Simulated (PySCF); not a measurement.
**H2CS: PBE0 against B3LYP**

Base calculation in PySCF with density fitting and no spin–orbit coupling, PBE0/def2-TZVP (no relativity): singlet, C2v, C–H 1.090 Å (×2), C–S 1.599 Å; H–C–H 115.6°, H–C–S 122.2° (×2); wavenumbers 1001, 1034, 1120, 1491, 3077, 3163 cm⁻¹; dipole moment 1.74 D, gap between the highest occupied and lowest empty levels 4.16 eV, polar-tensor charge of C 0.17 e, atomisation energy (no zero-point energy) 1355 kJ/mol.

**Question.** What changes on going to B3LYP/def2-TZVP (no relativity)?

**Answer.** The point group stays the same. Changes: mean bond to C +0.001 Å, smallest bond angle -0.1 degrees, highest wavenumber -22 cm⁻¹, lowest wavenumber +3 cm⁻¹, dipole moment -0.04 D, gap between the highest occupied and lowest empty levels -0.46 eV, polar-tensor charge of C 0.00 e, atomisation energy (no zero-point energy) -6 kJ/mol. The new structure has C–H 1.089 Å (×2), C–S 1.606 Å; H–C–H 115.5°, H–C–S 122.3° (×2), with wavenumbers 1004, 1031, 1093, 1497, 3062, 3141 cm⁻¹.

Each species is the lowest minimum found with this bonding; other isomers or fragments can lie lower.
